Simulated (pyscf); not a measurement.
Optimised with ωB97X-D3(BJ)/def2-SVP in PySCF. Correlated levels are frozen-core, on RHF or UHF. ΔMP2 is the change of the MP2 total energy from the triple- to the quadruple-zeta basis.

Problem. H₂N–BH–OH → HB=NH + water (H₂O)
Surface: singlet. Broken: B–O, H–N. Formed: H–O. Give ΔE‡ and ΔE from CCSD(T)/def2-TZVPP + ΔMP2(QZVPP), relative to the reactant's lowest minimum found.

Solution. ΔE‡ = 67.3 kcal/mol, ΔE = +60.1 kcal/mol. Zero-point energy shifts the barrier by -3.4 kcal/mol. It is an elimination, with an imaginary mode of 970i cm⁻¹. On the product side the descent ends in an adduct with a B–O contact, 1.1 kcal/mol over the separated species and 3.1 kcal/mol under the saddle at ωB97X-D3(BJ)/def2-TZVP. What is counted as broken (B–O) persists as a longer contact in the product adduct; parting that adduct is a step of its own. The same reactants have a lower exit, to HB=O + NH₃ (barrier +49.5 kcal/mol at ωB97M-D3(BJ), against +67.1 kcal/mol here). One saddle was located; it need not be the lowest between these sides. The CCSD(T) − MP2 part came from Ansatz, without density fitting, on the same reference.
